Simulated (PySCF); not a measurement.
# AlSi: bond curves at several levels of theory

One table from this session's results is given with a row withheld; the runs are named, their logs left out.

Program: PySCF 2.14.0. Level of theory: Al jorge-DZP-DKH, Si jorge-DZP-DKH, spin-free X2C with a Gaussian nucleus. These are calculated values, not measurements.

The first run:

Settings of the job:

```
atoms                         : Al, Si
charge                        : 0
basis                         : Al jorge-DZP-DKH, Si jorge-DZP-DKH
Hamiltonian                   : spin-free X2C with a Gaussian nucleus
basis functions               : 48
electrons treated             : 27
masses in u                   : 26.9815, 27.9769
levels                        : PBE0, PBE, r²SCAN, BP86, M06-2X, B3LYP, HSE06, HF, MP2, SCS-MP2, CCSD, CCSD(T)
grid                          : 80 radial by 434 angular points
occupations                   : held fixed by the projection of orbital angular momentum
dissociation limit            : Al + Si, each in its ground configuration
starting distance in angstrom : 2.310
values of 2S to try           : 1, 3
```

The run is started by

```bash
> OMP_NUM_THREADS=1 python dia.py task.json out
```

Among the steps run: Input; PBE0 along the bond; Other states along the same grid; PBE (GGA); r²SCAN (meta-GGA); BP86 (GGA); M06-2X; B3LYP (global hybrid GGA); HSE06 (range-separated hybrid); UHF; Correlated methods on the Hartree–Fock reference.

One table of the session follows, with a row left open; its other results are not shown here.

Energy (eV) from each level's lowest point:

| R (Å) | UHF | UHF-MP2 | UHF-SCS-MP2 | UHF-CCSD | UHF-CCSD(T) |
| --- | --- | --- | --- | --- | --- |
| 2.094 | 0.790 | 0.711 | 0.714 | n/a | n/a |
| 2.192 | 0.393 | 0.320 | 0.322 | 0.358 | 0.353 |
| 2.289 | 0.157 | 0.105 | 0.106 | 0.126 | 0.123 |
| 2.362 | 0.058 | 0.026 | 0.027 | 0.036 | 0.035 |
| 2.435 | 0.009 | 0.000 | 0.000 | 0.000 | 0.000 |
| 2.508 | ? | ? | ? | ? | ? |
| 2.606 | 0.033 | 0.080 | 0.077 | 0.059 | 0.063 |
| 2.727 | 0.124 | 0.213 | 0.206 | 0.178 | 0.185 |
| 2.873 | 0.276 | 0.419 | 0.404 | 0.365 | 0.376 |
| 3.068 | 0.511 | 0.729 | 0.698 | n/a | n/a |

Estimate the missing values for R (Å) = 2.508.

Worked estimate for «UHF». A straight line through the neighbours (2.435, 0.009) and (2.606, 0.033) gives 0.009 + (0.033 − 0.009) × (2.508 − 2.435) / (2.606 − 2.435) = 0.019; a parabola fitted to 4 rows on both sides gives 0.003.

The run gave: UHF: 0.000; UHF-MP2: 0.014; UHF-SCS-MP2: 0.013; UHF-CCSD: 0.005; UHF-CCSD(T): 0.007. In «UHF» the line misses by +0.019 and the parabola by +0.003.
